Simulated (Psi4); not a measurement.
**M06-2X/def2-SVPD run of C2H5Al (AlH2(vinyl))**

Aim: the energy change on altering one bond length of C2H5Al (AlH2(vinyl)) at M06-2X/def2-SVPD, from 2 runs. 

The results are computed with Psi4 1.11.

3 further runs of the same task are left out: 3 set aside as unsound or not needed.

## 1. The molecule

The species is C2H5Al (8 atoms), meant as a singlet with charge 0. As SMILES, `[H][Al]([H])[CH]=C`. The shape comes from GFN2-xTB, which is rough for such elements, and wasn't checked as a minimum.

Bond lengths: Al1–C4 1.981 Å, C4–C5 1.340 Å, Al1–H2 1.551 Å, Al1–H3 1.551 Å, C4–H6 1.097 Å, C5–H7 1.082 Å, C5–H8 1.084 Å. Angles: Al1–C4–C5 123.2°, Al1–C4–H6 122.3°, C5–C4–H6 114.5°, H2–Al1–C4 123.4°, H3–Al1–C4 123.4°, C4–C5–H7 121.7°, C4–C5–H8 123.3°, H2–Al1–H3 113.2°, H7–C5–H8 115.0°.

## 2. A single-point energy at M06-2X/def2-SVPD

Contents of c2h5al.json:

```json
{
  "schema_name": "qcschema_input",
  "schema_version": 1,
  "molecule": {
    "schema_name": "qcschema_molecule",
    "schema_version": 2,
    "symbols": ["Al", "H", "H", "C", "C", "H", "H", "H"],
    "geometry": [1.43218564, 2.34932642, -0.77988997, 4.35699035, 2.51482863, -0.70431982, 0.12757541, 4.97362688, -0.8051934, -0.44658008, -0.88892717, -0.81730655, -1.2910042, -2.02635332, 1.28142329, -0.87809904, -1.90042197, -2.57414713, -0.98747639, -1.22146228, 3.13594381, -2.3135728, -3.80059828, 1.26348978],
    "molecular_charge": 0,
    "molecular_multiplicity": 1,
    "fix_symmetry": "c1"
  },
  "driver": "energy",
  "model": {
    "method": "m06-2x",
    "basis": "def2-SVPD"
  },
  "keywords": {
    "puream": true,
    "e_convergence": 1e-09,
    "d_convergence": 1e-08,
    "scf_type": "pk",
    "dft_radial_points": 99,
    "dft_spherical_points": 590,
    "scf_properties": ["MAYER_INDICES", "MULLIKEN_CHARGES", "DIPOLE"]
  }
}
```

Command:

```console
$ psi4 --qcschema c2h5al.json -n 1 --memory 1600MB
```

stdout:

```text
[...]
  Running in c1 symmetry.
[...]
  Nuclear repulsion =   83.046327510836235
[...]
  Multiplicity = 1
[...]
  Nalpha       = 15
  Nbeta        = 15
[...]
    Number of basis functions: 104
[...]
   @RKS iter   1:  -321.24516081918347   -5.94543e-01   4.98083e-03 ADIIS/DIIS
[...]
   @RKS iter  10:  -321.40052022974834   -1.37561e-11   6.30928e-09 DIIS
[...]
    Orbital Energies [Eh]
    ---------------------
    Doubly Occupied:
       1A    -56.858487     2A    -10.560146     3A    -10.540973
       4A     -4.376677     5A     -2.884669     6A     -2.878376
       7A     -2.877692     8A     -0.842228     9A     -0.638505
      10A     -0.531432    11A     -0.479212    12A     -0.443895
      13A     -0.361693    14A     -0.343672    15A     -0.327013
[...]
  @RKS Final Energy:  -321.40052022974834
   => Energetics <=
    Nuclear Repulsion Energy =             83.0463275108362353
    One-Electron Energy =                -606.8404192995869835
    Two-Electron Energy =                 217.3156185052469311
    DFT Exchange-Correlation Energy =     -14.9220469462444978
    Empirical Dispersion Energy =           0.0000000000000000
    VV10 Nonlocal Energy =                  0.0000000000000000
    Total Energy =                       -321.4005202297483379
[...]
 Multipole Moments:
 ------------------------------------------------------------------------------------
     Multipole            Electronic (a.u.)      Nuclear  (a.u.)        Total (a.u.)
 ------------------------------------------------------------------------------------
 L = 1.  Multiply by 2.5417464519 to convert [e a0] to [Debye]
 Dipole X            :          1.0531909           -1.1941884           -0.1409975
 Dipole Y            :          1.6606162           -1.9013179           -0.2407017
 Dipole Z            :         -1.0923378            1.0776520           -0.0146858
 Magnitude           :                                                    0.2793444
[...]
  Mulliken Charges: (a.u.)
   Center  Symbol    Alpha    Beta     Spin     Total
       1    AL     6.30505  6.30505  0.00000  0.38990
       2     H     0.54697  0.54697  0.00000 -0.09395
       3     H     0.54684  0.54684  0.00000 -0.09368
       4     C     3.09353  3.09353  0.00000 -0.18706
       5     C     2.87162  2.87162  0.00000  0.25676
       6     H     0.46117  0.46117  0.00000  0.07765
       7     H     0.59338  0.59338  0.00000 -0.18675
       8     H     0.58143  0.58143  0.00000 -0.16286
   Total alpha = 15.00000, Total beta = 15.00000, Total charge = -0.00000
[...]
```

The result, in JSON:

```text
{
 "driver": "energy",
 "model": {
  "method": "m06-2x",
  "basis": "def2-SVPD"
 },
 "success": true,
 "return_result": -321.40052022974834,
 "properties": {
  "calcinfo_nbasis": 104,
  "calcinfo_nmo": 104,
  "calcinfo_nalpha": 15,
  "calcinfo_nbeta": 15,
  "calcinfo_natom": 8,
  "nuclear_repulsion_energy": 83.04632751083624,
  "return_energy": -321.40052022974834,
  "scf_one_electron_energy": -606.840419299587,
  "scf_two_electron_energy": 217.31561850524693,
  "scf_xc_energy": -14.922046946244498,
  "scf_dipole_moment": [-0.1409974734485928, -0.24070170776800293, -0.014685814672585451],
  "scf_total_energy": -321.40052022974834,
  "scf_iterations": 10
 }
}
```

It took 28 s on 1 thread of Intel Xeon 6975P-C (Granite Rapids), shared host; peak memory 0.69 GiB.

## 3. The distorted shape: energy and gradient at M06-2X/def2-SVPD

Contents of c2h5al.inp:

```
memory 1.6 GB

molecule geom {
  0 1
  Al     1.103078     0.548824    -0.406005
  H      2.650818     0.636404    -0.366015
  H      0.067510     2.631930    -0.426090
  C      0.108878    -1.164786    -0.425805
  C     -0.337972    -1.766686     0.684795
  H     -0.119472    -1.700046    -1.355485
  H     -0.177352    -1.340756     1.666165
  H     -0.879092    -2.705576     0.675305
  units angstrom
  symmetry c1
  no_reorient
  no_com
}

set {
  basis                def2-SVPD
  puream               true
  e_convergence        1e-09
  d_convergence        1e-08
  scf_type             pk
  dft_radial_points    99
  dft_spherical_points 590
}

E, wfn = gradient('m06-2x', return_wfn=True)
oeprop(wfn, 'QUADRUPOLE', 'MULLIKEN_CHARGES', 'LOWDIN_CHARGES', title='M06-2X')
```

Command:

```console
$ psi4 -i c2h5al.inp -o c2h5al.out -n 1
```

c2h5al.out (excerpt; [...] marks lines left out):

```text
[...]
  Running in c1 symmetry.
[...]
  Nuclear repulsion =   81.185292588845471
[...]
  Multiplicity = 1
[...]
  Nalpha       = 15
  Nbeta        = 15
[...]
    Number of basis functions: 104
[...]
   @RKS iter   1:  -321.17873802885356   -6.32184e-01   5.04607e-03 DIIS/ADIIS
[...]
   @RKS iter  11:  -321.34060767432192   -2.04636e-12   1.97013e-09 DIIS
[...]
    Orbital Energies [Eh]
    ---------------------
    Doubly Occupied:
       1A    -56.904358     2A    -10.572213     3A    -10.555808
       4A     -4.416422     5A     -2.923999     6A     -2.918588
       7A     -2.917044     8A     -0.854388     9A     -0.649899
      10A     -0.542010    11A     -0.485278    12A     -0.444494
      13A     -0.363622    14A     -0.348669    15A     -0.290839
[...]
  @RKS Final Energy:  -321.34060767432192
   => Energetics <=
    Nuclear Repulsion Energy =             81.1852925888454706
    One-Electron Energy =                -602.5558666768641842
    Two-Electron Energy =                 214.8987758169763254
    DFT Exchange-Correlation Energy =     -14.8688094032795739
    Empirical Dispersion Energy =           0.0000000000000000
    VV10 Nonlocal Energy =                  0.0000000000000000
    Total Energy =                       -321.3406076743218591
[...]
  -Total Gradient:
     Atom            X                  Y                   Z
    ------   -----------------  -----------------  -----------------
       1        0.032094076730    -0.038260368254     0.000916193507
       2       -0.006046220163    -0.000432317987    -0.000068337224
       3       -0.022688250866     0.049755075076    -0.000523630714
       4       -0.000275025113    -0.005563295370     0.001253848984
       5       -0.004076616123    -0.006042681336     0.002644594278
       6       -0.001394127560    -0.002487187483     0.002211711806
       7       -0.000138145725    -0.002881910147    -0.008316242386
       8        0.002582701326     0.005871881811     0.001884012520
[...]
 Multipole Moments:
 ------------------------------------------------------------------------------------
     Multipole            Electronic (a.u.)      Nuclear  (a.u.)        Total (a.u.)
[...]
```

Wall time 34 s (1 thread of Intel Xeon 6975P-C (Granite Rapids), shared host); peak memory 0.71 GiB.

## 4. Summary of results

Level: M06-2X/def2-SVPD.

```
                                                          quantity          value
                                         first shape: total energy  -321.40052 Eh
                                        first shape: dipole moment         0.71 D
                                          first shape: HOMO energy       -8.90 eV
                                          first shape: LUMO energy       -0.98 eV
                                        first shape: HOMO–LUMO gap        7.92 eV
                                     distorted shape: total energy  -321.34061 Eh
                                    distorted shape: dipole moment         2.29 D
                                      distorted shape: HOMO energy       -7.91 eV
                                      distorted shape: LUMO energy       -1.25 eV
                                    distorted shape: HOMO–LUMO gap        6.66 eV
                         distorted shape: largest force on an atom     2.812 eV/Å
energy change with the Al1–H3 bond stretched from 1.551 to 2.326 Å       1.630 eV
```

With the Al1–H3 bond stretched from 1.551 to 2.326 Å the energy rises by 1.63 eV (157 kJ/mol). The first shape isn't relaxed at this level, so the change isn't measured from a minimum. Mulliken charges (first shape) run from -0.19 on C4 to +0.39 on Al1; in a basis this large or diffuse they mean little. Mulliken charges (distorted shape) run from -0.18 on H7 to +0.33 on Al1; in a basis this large or diffuse they mean little.
